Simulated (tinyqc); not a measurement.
CIS on RHF in the sto-6g basis, frozen core, for HF, spin multiplicity 1, step by step. Computed by tinyqc, a small Python program that keeps every step (integrals from PySCF). Settings: charge = 0, multiplicity = 1, basis = sto-6g, method = RHF, frozen orbitals = 1, energy threshold = 1e-10, iteration cap = 79, orthogonalisation = symmetric, start = Wolfsberg-Helmholz matrix, DIIS depth = 6. Command: `OMP_NUM_THREADS=1 python tinyqc.py 20548 20549 out.jsonl` (the two numbers bound the seeds that draw the settings). One thread of a shared host (Intel(R) Xeon(R) Processor @ 2.60GHz), about 0.1 s of CPU time with the checks. Later iterations appear only in the table of the cycle.

## One-electron integrals

Geometry (angstrom):
```
atom        x        y        z
F     0.00000  0.00000  0.00000
H     0.00000  0.00000  1.16300
```

Basis sto-6g: exponents (1/bohr^2) and contraction coefficients of normalised primitives:
```
element  l (shell)    exponent  coefficient
F            s (1)  1728.62657      0.00916
F            s (1)   316.94179      0.04936
F            s (1)    88.66889      0.16854
F            s (1)    30.46016      0.37056
F            s (1)    11.82857      0.41649
F            s (1)     4.87166      0.13033
F            s (2)    67.03228     -0.01325
F            s (2)    13.26744     -0.04699
F            s (2)     4.12351     -0.03379
F            s (2)     1.58646      0.25024
F            s (2)     0.68900      0.59512
F            s (2)     0.31582      0.24071
F            p (3)    67.03228      0.00376
F            p (3)    13.26744      0.03768
F            p (3)     4.12351      0.17390
F            p (3)     1.58646      0.41804
F            p (3)     0.68900      0.42586
F            p (3)     0.31582      0.10171
H            s (1)    35.52322      0.00916
H            s (1)     6.51314      0.04936
H            s (1)     1.82214      0.16854
H            s (1)     0.62596      0.37056
H            s (1)     0.24308      0.41649
H            s (1)     0.10011      0.13033
```

Overlap, kinetic and nuclear-attraction integrals over the contracted functions; the nuclear repulsion is the sum of Za Zb / Rab.

nuclear repulsion = 4.0950945 hartree

overlap S:
```
          1F 1s    1F 2s   1F 2px   1F 2py   1F 2pz    2H 1s
1F 1s   1.00000  0.23248  0.00000  0.00000  0.00000  0.02867
1F 2s   0.23248  1.00000  0.00000  0.00000  0.00000  0.30556
1F 2px  0.00000  0.00000  1.00000  0.00000  0.00000  0.00000
1F 2py  0.00000  0.00000  0.00000  1.00000  0.00000  0.00000
1F 2pz  0.00000  0.00000  0.00000  0.00000  1.00000  0.25892
2H 1s   0.02867  0.30556  0.00000  0.00000  0.25892  1.00000
```

kinetic energy T (hartree):
```
           1F 1s     1F 2s   1F 2px   1F 2py   1F 2pz     2H 1s
1F 1s   37.39773  -1.14335  0.00000  0.00000  0.00000  -0.00547
1F 2s   -1.14335   1.08230  0.00000  0.00000  0.00000   0.03296
1F 2px   0.00000   0.00000  3.25133  0.00000  0.00000   0.00000
1F 2py   0.00000   0.00000  0.00000  3.25133  0.00000   0.00000
1F 2pz   0.00000   0.00000  0.00000  0.00000  3.25133   0.11629
2H 1s   -0.00547   0.03296  0.00000  0.00000  0.11629   0.76852
```

nuclear attraction V (hartree):
```
            1F 1s      1F 2s     1F 2px     1F 2py     1F 2pz     2H 1s
1F 1s   -78.27746   -7.97149    0.00000    0.00000   -0.00990  -1.12594
1F 2s    -7.97149  -11.92983    0.00000    0.00000   -0.11611  -2.63345
1F 2px    0.00000    0.00000  -11.90824    0.00000    0.00000   0.00000
1F 2py    0.00000    0.00000    0.00000  -11.90824    0.00000   0.00000
1F 2pz   -0.00990   -0.11611    0.00000    0.00000  -11.97150  -1.94488
2H 1s    -1.12594   -2.63345    0.00000    0.00000   -1.94488  -5.26914
```

core Hamiltonian H = T + V (hartree):
```
            1F 1s      1F 2s    1F 2px    1F 2py    1F 2pz     2H 1s
1F 1s   -40.87973   -9.11484   0.00000   0.00000  -0.00990  -1.13141
1F 2s    -9.11484  -10.84753   0.00000   0.00000  -0.11611  -2.60048
1F 2px    0.00000    0.00000  -8.65691   0.00000   0.00000   0.00000
1F 2py    0.00000    0.00000   0.00000  -8.65691   0.00000   0.00000
1F 2pz   -0.00990   -0.11611   0.00000   0.00000  -8.72017  -1.82859
2H 1s    -1.13141   -2.60048   0.00000   0.00000  -1.82859  -4.50062
```

## Two-electron integrals

Functions are numbered as in S; the eight-fold symmetry (ij|kl) = (ji|kl) = (kl|ij) leaves the list below.

Two-electron integrals (ij|kl) in chemists' order, unique and non-zero (hartree):
```
(11|11) 5.40624   (21|11) 0.76813   (21|21) 0.13891   (22|11) 1.26627
(22|21) 0.28399   (22|22) 0.92637   (31|31) 0.02945   (32|31) 0.04468
(32|32) 0.20475   (33|11) 1.26627   (33|21) 0.28399   (33|22) 0.92637
(33|33) 0.99808   (41|41) 0.02945   (42|41) 0.04468   (42|42) 0.20475
(43|43) 0.05379   (44|11) 1.26627   (44|21) 0.28399   (44|22) 0.92637
(44|33) 0.89051   (44|44) 0.99808   (51|51) 0.02945   (52|51) 0.04468
(52|52) 0.20475   (53|53) 0.05379   (54|54) 0.05379   (55|11) 1.26627
(55|21) 0.28399   (55|22) 0.92637   (55|33) 0.89051   (55|44) 0.89051
(55|55) 0.99808   (61|11) 0.10082   (61|21) 0.01749   (61|22) 0.03500
(61|33) 0.03494   (61|44) 0.03494   (61|51) 0.00076   (61|52) 0.00149
(61|55) 0.03512   (61|61) 0.00224   (62|11) 0.26730   (62|21) 0.06091
(62|22) 0.22316   (62|33) 0.21995   (62|44) 0.21995   (62|51) 0.00443
(62|52) 0.03405   (62|55) 0.22956   (62|61) 0.00768   (62|62) 0.06800
(63|31) 0.00660   (63|32) 0.03836   (63|53) 0.00704   (63|63) 0.00972
(64|41) 0.00660   (64|42) 0.03836   (64|54) 0.00704   (64|64) 0.00972
(65|11) 0.18769   (65|21) 0.04335   (65|22) 0.16974   (65|33) 0.16272
(65|44) 0.16272   (65|51) 0.00930   (65|52) 0.06237   (65|55) 0.18377
(65|61) 0.00569   (65|62) 0.06348   (65|65) 0.06842   (66|11) 0.44751
(66|21) 0.10387   (66|22) 0.43852   (66|33) 0.42468   (66|44) 0.42468
(66|51) 0.00890   (66|52) 0.09669   (66|55) 0.46621   (66|61) 0.01317
(66|62) 0.17785   (66|65) 0.19225   (66|66) 0.77500
```

## Orthogonalisation

S = U s U^T; symmetric (Loewdin) form X = U s^(-1/2) U^T, so that X^T S X = 1.

eigenvalues of S: 0.56826  0.85220  1.00000  1.00000  1.12489  1.45465

X:
```
           1F 1s     1F 2s   1F 2px   1F 2py    1F 2pz     2H 1s
1F 1s    1.02164  -0.12470  0.00000  0.00000  -0.00360   0.01496
1F 2s   -0.12470   1.06273  0.00000  0.00000   0.03448  -0.17374
1F 2px   0.00000   0.00000  1.00000  0.00000   0.00000   0.00000
1F 2py   0.00000   0.00000  0.00000  1.00000   0.00000   0.00000
1F 2pz  -0.00360   0.03448  0.00000  0.00000   1.02857  -0.14448
2H 1s    0.01496  -0.17374  0.00000  0.00000  -0.14448   1.06886
```

## Starting guess

The start is the generalised Wolfsberg-Helmholz matrix (K = 1.75) built on H; D = 2 C_occ C_occ^T.

D at the start:
```
           1F 1s     1F 2s   1F 2px   1F 2py    1F 2pz     2H 1s
1F 1s    2.09445  -0.40480  0.00000  0.00000   0.05881  -0.12882
1F 2s   -0.40480   1.76250  0.00000  0.00000  -0.22826   0.40005
1F 2px   0.00000   0.00000  2.00000  0.00000   0.00000   0.00000
1F 2py   0.00000   0.00000  0.00000  2.00000   0.00000   0.00000
1F 2pz   0.05881  -0.22826  0.00000  0.00000   1.85601   0.21046
2H 1s   -0.12882   0.40005  0.00000  0.00000   0.21046   0.12918
```

## Iteration 1: building the Fock matrix

J_ij = sum D_kl (ij|kl), K_ij = sum D_kl (ik|jl); F = H + J - 0.5 K; E = tr D H + tr D J / 2 - 0.25 tr D K + E_nn.

Coulomb J (hartree):
```
           1F 1s     1F 2s   1F 2px   1F 2py    1F 2pz    2H 1s
1F 1s   20.67304   3.73580  0.00000  0.00000  -0.00852  0.47272
1F 2s    3.73580   9.77738  0.00000  0.00000  -0.02261  2.29682
1F 2px   0.00000   0.00000  9.77525  0.00000   0.00000  0.00000
1F 2py   0.00000   0.00000  0.00000  9.77525   0.00000  0.00000
1F 2pz  -0.00852  -0.02261  0.00000  0.00000   9.78163  1.72470
2H 1s    0.47272   2.29682  0.00000  0.00000   1.72470  4.46695
```

exchange K (hartree):
```
           1F 1s     1F 2s   1F 2px   1F 2py    1F 2pz    2H 1s
1F 1s   11.10715   1.80609  0.00000  0.00000   0.00493  0.23853
1F 2s    1.80609   3.07875  0.00000  0.00000  -0.09385  0.86138
1F 2px   0.00000   0.00000  2.62318  0.00000   0.00000  0.00000
1F 2py   0.00000   0.00000  0.00000  2.62318   0.00000  0.00000
1F 2pz   0.00493  -0.09385  0.00000  0.00000   2.58771  0.56398
2H 1s    0.23853   0.86138  0.00000  0.00000   0.56398  0.57580
```

Fock matrix F (hartree):
```
            1F 1s     1F 2s    1F 2px    1F 2py    1F 2pz     2H 1s
1F 1s   -25.76027  -6.28209   0.00000   0.00000  -0.02089  -0.77795
1F 2s    -6.28209  -2.60953   0.00000   0.00000  -0.09180  -0.73435
1F 2px    0.00000   0.00000  -0.19325   0.00000   0.00000   0.00000
1F 2py    0.00000   0.00000   0.00000  -0.19325   0.00000   0.00000
1F 2pz   -0.02089  -0.09180   0.00000   0.00000  -0.23239  -0.38588
2H 1s    -0.77795  -0.73435   0.00000   0.00000  -0.38588  -0.32157
```

total energy of this density = -99.1466998 hartree

## Iteration 1: diagonalisation and new density

Diagonalise F' = X^T F X, C = X C', fill 5 alpha and 5 beta electrons from the bottom; D = 2 C_occ C_occ^T. Each column has its largest component positive (the first on a tie).

F' = X^T F X (hartree):
```
           1         2         3         4         5         6
1  -25.34791  -3.17815   0.00000   0.00000  -0.03165  -0.07491
2   -3.17815  -1.45713   0.00000   0.00000   0.00331  -0.40548
3    0.00000   0.00000  -0.19325   0.00000   0.00000   0.00000
4    0.00000   0.00000   0.00000  -0.19325   0.00000   0.00000
5   -0.03165   0.00331   0.00000   0.00000  -0.13961  -0.36254
6   -0.07491  -0.40548   0.00000   0.00000  -0.36254  -0.06158
```

orbital energies (hartree): MO1 -25.76413, MO2 -1.19253, MO3 -0.38207, MO4 -0.19325, MO5 -0.19325, MO6 0.33251

coefficients C:
```
             MO1       MO2       MO3       MO4      MO5       MO6
1F 1s    0.99688  -0.23425   0.07922   0.00000  0.00000   0.06789
1F 2s    0.01340   0.93263  -0.38899   0.00000  0.00000  -0.39373
1F 2px   0.00000   0.00000   0.00000  -0.17872  0.98390   0.00000
1F 2py   0.00000   0.00000   0.00000   0.98390  0.17872   0.00000
1F 2pz   0.00150   0.10053   0.73088   0.00000  0.00000  -0.73194
2H 1s   -0.00260   0.20502   0.49991   0.00000  0.00000   0.94963
```

D after iteration 1:
```
           1F 1s     1F 2s   1F 2px   1F 2py    1F 2pz     2H 1s
1F 1s    2.10984  -0.47185  0.00000  0.00000   0.07170  -0.02202
1F 2s   -0.47185   2.04258  0.00000  0.00000  -0.38105  -0.00658
1F 2px   0.00000   0.00000  2.00000  0.00000   0.00000   0.00000
1F 2py   0.00000   0.00000  0.00000  2.00000   0.00000   0.00000
1F 2pz   0.07170  -0.38105  0.00000  0.00000   1.08859   0.77197
2H 1s   -0.02202  -0.00658  0.00000  0.00000   0.77197   0.58391
```

Within a degenerate level the vectors are fixed only up to a rotation; this is one choice.

## Iteration 7 (converged): orbitals

converged F (hartree):
```
            1F 1s     1F 2s    1F 2px    1F 2py    1F 2pz     2H 1s
1F 1s   -26.25530  -6.37123   0.00000   0.00000  -0.01642  -0.79371
1F 2s    -6.37123  -2.89211   0.00000   0.00000  -0.03630  -0.73533
1F 2px    0.00000   0.00000  -0.47145   0.00000   0.00000   0.00000
1F 2py    0.00000   0.00000   0.00000  -0.47145   0.00000   0.00000
1F 2pz   -0.01642  -0.03630   0.00000   0.00000  -0.25275  -0.46288
2H 1s    -0.79371  -0.73533   0.00000   0.00000  -0.46288  -0.34430
```

As before.

F' = X^T F X (hartree):
```
           1         2         3         4         5         6
1  -25.84672  -3.17333   0.00000   0.00000  -0.03301  -0.08922
2   -3.17333  -1.75642   0.00000   0.00000   0.06632  -0.36396
3    0.00000   0.00000  -0.47145   0.00000   0.00000   0.00000
4    0.00000   0.00000   0.00000  -0.47145   0.00000   0.00000
5   -0.03301   0.06632   0.00000   0.00000  -0.13516  -0.45073
6   -0.08922  -0.36396   0.00000   0.00000  -0.45073  -0.06974
```

orbital energies (hartree): MO1 -26.25845, MO2 -1.43650, MO3 -0.51665, MO4 -0.47145, MO5 -0.47145, MO6 0.40356

coefficients C:
```
             MO1       MO2       MO3       MO4      MO5       MO6
1F 1s    0.99720  -0.24371   0.05229   0.00000  0.00000   0.05475
1F 2s    0.01204   0.98888  -0.28963   0.00000  0.00000  -0.33823
1F 2px   0.00000   0.00000   0.00000  -0.53269  0.84631   0.00000
1F 2py   0.00000   0.00000   0.00000   0.84631  0.53269   0.00000
1F 2pz   0.00116   0.03488   0.68930   0.00000  0.00000  -0.77697
2H 1s   -0.00210   0.10335   0.58207   0.00000  0.00000   0.91884
```

D after iteration 7:
```
           1F 1s     1F 2s   1F 2px   1F 2py    1F 2pz     2H 1s
1F 1s    2.11306  -0.48827  0.00000  0.00000   0.05739   0.00631
1F 2s   -0.48827   2.12383  0.00000  0.00000  -0.33027  -0.13281
1F 2px   0.00000   0.00000  2.00000  0.00000   0.00000   0.00000
1F 2py   0.00000   0.00000  0.00000  2.00000   0.00000   0.00000
1F 2pz   0.05739  -0.33027  0.00000  0.00000   0.95269   0.80964
2H 1s    0.00631  -0.13281  0.00000  0.00000   0.80964   0.69898
```

Within a degenerate level the vectors are fixed only up to a rotation; this is one choice.

## Convergence

Stop when the energy changes by less than 1e-10 hartree and every element of the error matrix X^T (F D S - S D F) X is below 3e-06.

Course of the cycle:
```
iteration  E (hartree)     change  largest element of the error matrix
1          -99.1466998          -                             4.94e-01
2          -99.4529716  -3.06e-01                             8.45e-02
3          -99.4636182  -1.06e-02                             1.65e-02
4          -99.4637925  -1.74e-04                             1.57e-03
5          -99.4637946  -2.11e-06                             1.95e-05
6          -99.4637946  -2.45e-10                             3.42e-08
7          -99.4637946    0.00000                             1.66e-08
```

PySCF RHF in the same basis = -99.4637946 hartree

Converged in 7 iterations.

## Populations, bond orders and dipole

Mulliken: Z minus the diagonal of D S on the atom; Loewdin: the same with S^(1/2) D S^(1/2); Mayer order: 2 sum_s sum (D(s) S)_ij (D(s) S)_ji over the two atoms.

Charges (e):
```
atom  Mulliken   Loewdin
1F    -0.13179  -0.10704
2H     0.13179   0.10704
```

Mayer bond orders:
```
pair    order
2-1   0.98263
```

dipole moment about the origin, x y z (debye): 0.00000  0.00000  1.13120

## Integrals over molecular orbitals

(pq|rs) = sum C_ip C_jq C_kr C_ls (ij|kl), one index at a time.

one-electron integrals over orbitals h = C^T H C (hartree):
```
           1         2         3         4         5         6
1  -40.86658   0.72909  -0.15108   0.00000   0.00000  -0.16611
2    0.72909  -9.19656   0.52436   0.00000   0.00000   0.88967
3   -0.15108   0.52436  -7.02742   0.00000   0.00000   2.17263
4    0.00000   0.00000   0.00000  -8.65691   0.00000   0.00000
5    0.00000   0.00000   0.00000   0.00000  -8.65691   0.00000
6   -0.16611   0.88967   2.17263   0.00000   0.00000  -6.03660
```

Two-electron integrals over orbitals (pq|rs), unique and non-zero (hartree); the lowest 1 orbital is frozen and left out:
```
(22|22) 0.87193    (32|22) -0.04287   (32|32) 0.14150    (33|22) 0.71103
(33|32) -0.02126   (33|33) 0.69790    (42|42) 0.18817    (43|42) -0.03100
(43|43) 0.03787    (44|22) 0.89420    (44|32) -0.06962   (44|33) 0.69809
(44|44) 0.99808    (52|52) 0.18817    (53|52) -0.03100   (53|53) 0.03787
(54|54) 0.05379    (55|22) 0.89420    (55|32) -0.06962   (55|33) 0.69809
(55|44) 0.89051    (55|55) 0.99808    (62|22) -0.09712   (62|32) -0.07086
(62|33) -0.02573   (62|44) -0.09507   (62|55) -0.09507   (62|62) 0.09169
(63|22) -0.22228   (63|32) 0.08482    (63|33) -0.10106   (63|44) -0.23452
(63|55) -0.23452   (63|62) 0.04190    (63|63) 0.21900    (64|42) -0.03158
(64|43) -0.02092   (64|64) 0.02931    (65|52) -0.03158   (65|53) -0.02092
(65|65) 0.02931    (66|22) 0.64878    (66|32) 0.05227    (66|33) 0.65651
(66|44) 0.62985    (66|55) 0.62985    (66|62) -0.05771   (66|63) -0.02088
(66|66) 0.68811
```

## CIS matrix, singlets

A(ia,jb) = (e_a - e_i) d_ij d_ab + 2 (ia|jb) - (ij|ab).

CIS matrix A, singlet (hartree):
```
         2>6      3>6      4>6      5>6
2>6  1.37466  0.03152  0.00000  0.00000
3>6  0.03152  0.70171  0.00000  0.00000
4>6  0.00000  0.00000  0.30377  0.00000
5>6  0.00000  0.00000  0.00000  0.30377
```

## CIS singlet states

dipole integrals <i|r|a> (bohr):
```
            x         y         z
2>6   0.00000   0.00000  -0.02878
3>6   0.00000   0.00000   1.12976
4>6   0.01004  -0.01594   0.00000
5>6  -0.01594  -0.01004   0.00000
```

Diagonalise A (1 hartree = 27.211386 eV); each vector has its largest component positive (the first on a tie). The transition dipole is mu = sqrt2 sum c_ia <i|r|a>.

singlet excitation energies (eV): 8.26612  8.26612  19.05434  37.44662

lowest vectors:
```
     state 1   state 2   state 3  state 4
2>6  0.00000   0.00000  -0.04669  0.99891
3>6  0.00000   0.00000   0.99891  0.04669
4>6  0.15490   0.98793   0.00000  0.00000
5>6  0.98793  -0.15490   0.00000  0.00000
```

oscillator strengths 2/3 w |mu|^2: 0.00014  0.00014  1.19189  0.00106

Within a degenerate level the vectors are fixed only up to a rotation; this is one choice.

## CIS matrix, triplets

A(ia,jb) = (e_a - e_i) d_ij d_ab - (ij|ab).

CIS matrix A, triplet (hartree):
```
          2>6       3>6      4>6      5>6
2>6   1.19129  -0.05227  0.00000  0.00000
3>6  -0.05227   0.26371  0.00000  0.00000
4>6   0.00000   0.00000  0.24516  0.00000
5>6   0.00000   0.00000  0.00000  0.24516
```

## CIS triplet states

Diagonalise A (1 hartree = 27.211386 eV); each vector has its largest component positive (the first on a tie).

triplet excitation energies (eV): 6.67121  6.67121  7.09591  32.49657

lowest vectors:
```
     state 1   state 2  state 3   state 4
2>6  0.00000   0.00000  0.05609   0.99843
3>6  0.00000   0.00000  0.99843  -0.05609
4>6  0.14455   0.98950  0.00000   0.00000
5>6  0.98950  -0.14455  0.00000   0.00000
```

Within a degenerate level the vectors are fixed only up to a rotation; this is one choice.
